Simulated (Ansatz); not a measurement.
The standard entropy of C2H3F3O (2,2,2-trifluoroethanol) from a frequency calculation

A singlet with charge 0, relaxed at PBE/def2-SVP (Ansatz 0.2.0):

```xyz
9

O     0.2844   -1.5205   -0.5230
C     0.1334   -0.5385    0.4658
C    -0.3463    0.7914   -0.1084
F    -1.5668    0.7027   -0.6709
F     0.5160    1.2158   -1.0757
F    -0.3928    1.7432    0.8506
H     0.9339   -1.1802   -1.1675
H    -0.6290   -0.8922    1.1889
H     1.0672   -0.3218    1.0403
```

Harmonic wavenumbers in cm⁻¹: 111, 213, 325, 393, 423, 520, 532, 648, 814, 921, 1093, 1138, 1172, 1229, 1265, 1347, 1392, 1419, 2926, 3051, 3690.

Masses in u: O 15.999, C 12.011, F 18.998, H 1.008. Take T = 298.15 K, p = 1 bar, R = 8.3145 J/(mol K), kT/hc = 207.22 cm⁻¹, rigid rotor and harmonic oscillator.

Question: Work out S° at 298 K.

Answer: 
1. Translation (Sackur–Tetrode): S = R[3/2 ln M + 5/2 ln T − 1.1517] with M = 100.039 gives 166.3 J/(mol K).
2. Rotation: principal moments 96.692, 180.673, 182.587 u Å² give A, B, C = 0.1743, 0.0933, 0.0923 cm⁻¹; the symmetry number is σ = 1; q = (√π/σ)√((kT/hc)³/ABC) = 136468; S = R(ln q + 3/2) = 110.8.
3. Vibration: with u = ν̃/207.22, each mode gives R[u/(eᵘ − 1) − ln(1 − e⁻ᵘ)]; the sum is 44.4, most from 111 cm⁻¹ (13.6), 213 cm⁻¹ (8.4), 325 cm⁻¹ (5.4).
4. Spin and the two mirror images of this shape: R ln 2 = 5.8.
5. Sum: 166.3 + 110.8 + 44.4 + 5.8 = 327.3 J/(mol K).

No measured value is set beside it here. Where a soft mode is a torsion, a harmonic oscillator describes it poorly.
